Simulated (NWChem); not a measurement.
The numbers come from NWChem runs, not from measurements. System: ethanol (C2H6O), charge 0, spin multiplicity 1, at a geometry optimised with PBE0/def2-SVP. Level: CCSD(T)/3-21G, 3 core orbitals frozen.

Output (cleaned and shortened):

```
             Northwest Computational Chemistry Package (NWChem) 7.3.0
             --------------------------------------------------------

                                NWChem Input Module
                                -------------------

 Scaling coordinates for geometry "geometry" by  1.889725989
 (inverse scale =  0.529177249)

                             Geometry "geometry" -> ""
                             -------------------------

 Output coordinates in angstroms (scale by  1.889725989 to convert to a.u.)

  No.       Tag          Charge          X              Y              Z
 ---- ---------------- ---------- -------------- -------------- --------------
    1 C                    6.0000    -1.19610300     0.13584800     0.24993300
    2 C                    6.0000     0.07819800    -0.42352600    -0.35337700
    3 O                    8.0000     1.22169700     0.31052100    -0.00340400
    4 H                    1.0000    -2.08032200    -0.42575700    -0.08992400
    5 H                    1.0000    -1.32480800     1.19209400    -0.03121300
    6 H                    1.0000    -1.17303800     0.07939000     1.35145900
    7 H                    1.0000     0.18241700    -1.49499500    -0.08394000
    8 H                    1.0000     0.01798800    -0.38779900    -1.45314000
    9 H                    1.0000     1.31162000     0.27896400     0.95465600

 Effective nuclear repulsion energy (a.u.)      81.8777774731

            Nuclear Dipole moment (a.u.)
            ----------------------------
        X                 Y               Z
 ---------------- ---------------- ----------------
     0.0000056692    -0.0000056692     0.0000037795


 Summary of "ao basis" -> "" (spherical)
 ------------------------------------------------------------------------------
       Tag                 Description            Shells   Functions and Types
 ---------------- ------------------------------  ------  ---------------------
 *                           3-21g                    on all atoms

 Summary of "ao basis" -> "ao basis" (spherical)
 ------------------------------------------------------------------------------
       Tag                 Description            Shells   Functions and Types
 ---------------- ------------------------------  ------  ---------------------
 C                           3-21g                   5        9   3s2p
 O                           3-21g                   5        9   3s2p
[...]
task       114 out of       378 done  30%  at       0.2 secs
task       133 out of       378 done  35%  at       0.3 secs
task       152 out of       378 done  40%  at       0.3 secs
task       171 out of       378 done  45%  at       0.3 secs
task       189 out of       378 done  50%  at       0.4 secs
task       208 out of       378 done  55%  at       0.4 secs
task       227 out of       378 done  60%  at       0.4 secs
task       246 out of       378 done  65%  at       0.4 secs
task       265 out of       378 done  70%  at       0.5 secs
task       284 out of       378 done  75%  at       0.5 secs
task       303 out of       378 done  80%  at       0.5 secs
task       322 out of       378 done  85%  at       0.6 secs
task       341 out of       378 done  90%  at       0.6 secs
task       360 out of       378 done  95%  at       0.6 secs
task       378 out of       378 done 100%  at       0.6 secs
 commencing triples evaluation - blocking       1
 ccsd(t): done        1 out of       26 progress:    3.8%
 ccsd(t): done        2 out of       26 progress:    7.7%
 ccsd(t): done        3 out of       26 progress:   11.5%
 ccsd(t): done        4 out of       26 progress:   15.4%
 ccsd(t): done        5 out of       26 progress:   19.2%
 ccsd(t): done        6 out of       26 progress:   23.1%
 ccsd(t): done        7 out of       26 progress:   26.9%
 ccsd(t): done        8 out of       26 progress:   30.8%
 ccsd(t): done        9 out of       26 progress:   34.6%
 ccsd(t): done       10 out of       26 progress:   38.5%
 ccsd(t): done       11 out of       26 progress:   42.3%
 ccsd(t): done       12 out of       26 progress:   46.2%
 ccsd(t): done       13 out of       26 progress:   50.0%
 ccsd(t): done       14 out of       26 progress:   53.8%
 ccsd(t): done       15 out of       26 progress:   57.7%
 ccsd(t): done       16 out of       26 progress:   61.5%
 ccsd(t): done       17 out of       26 progress:   65.4%
 ccsd(t): done       18 out of       26 progress:   69.2%
 ccsd(t): done       19 out of       26 progress:   73.1%
 ccsd(t): done       20 out of       26 progress:   76.9%
 ccsd(t): done       21 out of       26 progress:   80.8%
 ccsd(t): done       22 out of       26 progress:   84.6%
 ccsd(t): done       23 out of       26 progress:   88.5%
 ccsd(t): done       24 out of       26 progress:   92.3%
 ccsd(t): done       25 out of       26 progress:   96.2%
 ccsd(t): done       26 out of       26 progress:  100.0%
 Time for integral evaluation pass     1        0.65
 Time for triples evaluation pass      1        0.47

 pseudo-e(mp4)  -0.72476539789911E-02
 pseudo-e(mp5)   0.39849813385360E-03
        e(t)    -0.68491558451375E-02

 --------------
 CCSD(T) Energy
 --------------
 Reference energy:                    -153.220118285897911

 CCSD corr. energy:                     -0.332243010100146
 T(CCSD) corr. energy:                  -0.007247653978991
 Total CCSD+T(CCSD) energy:           -153.559608949977047

 CCSD corr. energy:                     -0.332243010100146
 (T) corr. energy:                      -0.006849155845138
 Total CCSD(T) energy:                -153.559210451843200

 routine      calls  cpu(0)   cpu-min  cpu-ave  cpu-max   i/o
 aoccsd          1     0.01     0.01     0.01     0.01    0.00
 iterdrv         1     0.01     0.01     0.01     0.01    0.00
 pampt          12     0.04     0.04     0.04     0.04    0.00
 t2pm           12     0.05     0.05     0.05     0.05    0.00
 sxy            12     0.30     0.30     0.30     0.30    0.00
 ints      1702728     7.10     7.10     7.10     7.10    0.00
 t2eri        4536     1.06     1.06     1.06     1.06    0.00
 idx2         4536     0.38     0.38     0.38     0.38    0.00
 idx34          12     0.04     0.04     0.04     0.04    0.00
 ht2pm          12     0.08     0.08     0.08     0.08    0.00
 itm            12     0.28     0.28     0.28     0.28    0.00
 pdiis          12     0.01     0.01     0.01     0.01    0.00
 triples         1     0.00     0.00     0.00     0.00    0.00
 rdtrpo          1     0.01     0.01     0.01     0.01    0.00
 trpmos          1     0.65     0.65     0.65     0.65    0.00
 trpdrv          1     0.08     0.08     0.08     0.08    0.00
 dovvv       28600     0.13     0.13     0.13     0.13    0.00
 doooo       28600     0.07     0.07     0.07     0.07    0.00
 tengy       26000     0.16     0.16     0.16     0.16    0.00
 Total                10.46    10.46    10.46    10.46    0.00

 Task  times  cpu:       11.3s     wall:       11.3s

 Total times  cpu:       11.3s     wall:       11.3s
```

Problem. Write an NWChem input that would produce this output.

Solution. Several could match; the one computed here: 
```
start mol
memory heap 100 mb stack 700 mb global 1900 mb
geometry units angstroms nocenter noautoz noautosym
  C     -1.196103     0.135848     0.249933
  C      0.078198    -0.423526    -0.353377
  O      1.221697     0.310521    -0.003404
  H     -2.080322    -0.425757    -0.089924
  H     -1.324808     1.192094    -0.031213
  H     -1.173038     0.079390     1.351459
  H      0.182417    -1.494995    -0.083940
  H      0.017988    -0.387799    -1.453140
  H      1.311620     0.278964     0.954656
end
basis spherical
  * library 3-21g
end
scf
  rhf
  nopen 0
  maxiter 100
  thresh 1e-7
  semidirect memsize 60000000 filesize 0
end
ccsd
  freeze core 3
  maxiter 60
end
task ccsd(t) energy
```
